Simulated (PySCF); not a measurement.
**Name the molecule from its bond curve**

A diatomic of charge 0 contains N. Its doublet curve at PBE0 in a single-zeta basis (no relativity, PySCF), in eV from the separated fragments:

R (Å), E (eV) and a bar:
```
    1.059     -3.418 #############################
    1.108     -4.619 #############
    1.157     -5.291 ####
    1.194     -5.532 #
    1.231     -5.600 
    1.268     -5.530 #
    1.317     -5.274 ####
    1.379     -4.791 ###########
    1.453     -4.165 ###################
    1.551     -3.364 ##############################
```

The fit gives ωe = 1929 cm⁻¹ and the rotational constant Bₑ = 1.495 cm⁻¹.

Q: Which atom is the partner?

A: The minimum lies at 1.229 Å, so the reduced mass is 16.8576 u Å² cm⁻¹/(Bₑ·Re²) = 7.465 u. With N at 14.00 u the partner weighs about 16.0 u: O. The molecule is NO.

STO-3G is very small, so such numbers show the basis as much as the molecule. The state was picked by a PBE0 search and need not be the measured ground state.
